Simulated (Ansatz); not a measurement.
Geometry optimisation, RKS PBE0-D4/cc-pVDZ (Ansatz).

The input (input.yaml):

```yaml
crystal:
  periodic: [false, false, false]
  atoms:
    - { symbol: B, position_ang: [-0.057935, -0.488645, -0.472628] }
    - { symbol: C, position_ang: [0.015335, -0.224487, 2.320951] }
    - { symbol: H, position_ang: [-0.96891, -0.342919, 2.792573] }
    - { symbol: H, position_ang: [0.803361, -0.362052, 3.074354] }
    - { symbol: H, position_ang: [0.095315, 0.780908, 1.887475] }
    - { symbol: H, position_ang: [0.945257, 0.174462, -0.575767] }
    - { symbol: O, position_ang: [-1.227514, 0.141991, -0.743563] }
    - { symbol: H, position_ang: [-1.987888, -0.446468, -0.671567] }
    - { symbol: H, position_ang: [-0.021565, -1.656261, -0.203155] }
    - { symbol: H, position_ang: [0.132844, -0.995229, 1.537727] }
basis:
  gaussian: { orbitals: cc-pVDZ }
hamiltonian:
  xc: pbe0
  dispersion: d4
relax:
  f_tol: 0.03
  max_steps: 50
```

Command:

```bash
$ ansatz run input.yaml --threads 1 --pin off --max-ram 2048MiB --backend cpu --events-out ev --progress --plain --runs-dir out
```

Problem. Where does it end, and by what steps?

Solution. The forces met the threshold. The force dipped under the threshold on the way, but the program's further checks kept it going. After 38 steps the energy has fallen by 0.161 eV; H6 moved furthest, 1.73 Å.

| step | energy less start (eV) | largest force component (eV/Å) | accepted |
| --- | --- | --- | --- |
| 0 | 0.0000 | 0.356 | yes |
| 2 | -0.0978 | 0.607 | yes |
| 4 | -0.1314 | 0.168 | yes |
| 6 | -0.1336 | 0.052 | yes |
| 8 | -0.1341 | 0.044 | yes |
| 10 | -0.1295 | 0.283 | no |
| 12 | -0.1349 | 0.037 | yes |
| 14 | -0.1355 | 0.091 | yes |
| 16 | -0.1361 | 0.042 | yes |
| 18 | -0.1253 | 0.407 | no |
| 20 | -0.1373 | 0.045 | yes |
| 22 | -0.1333 | 0.223 | no |
| 24 | -0.1387 | 0.095 | yes |
| 26 | -0.1410 | 0.117 | yes |
| 28 | -0.1437 | 0.241 | yes |
| 30 | -0.1471 | 0.053 | yes |
| 32 | -0.1482 | 0.427 | yes |
| 34 | -0.1572 | 0.094 | yes |
| 36 | -0.1501 | 0.300 | no |
| 38 | -0.1611 | 0.029 | yes |

```xyz
10
Properties=species:S:1:pos:R:3
B -0.071 -0.603 -1.144
C -0.120 -0.226 2.641
H -1.108 -0.704 2.575
H 0.136 -0.089 3.700
H -0.138 0.754 2.144
H 0.453 -0.261 -2.177
O -0.904 0.293 -0.573
H -1.280 -0.030 0.256
H 0.130 -1.686 -0.635
H 0.630 -0.867 2.161
```

Whether the end is a true minimum wasn't checked by a vibrational analysis.

The run took 89 s on 1 thread of Arm Neoverse V1, with other jobs on the host, peak memory 0.13 GiB.
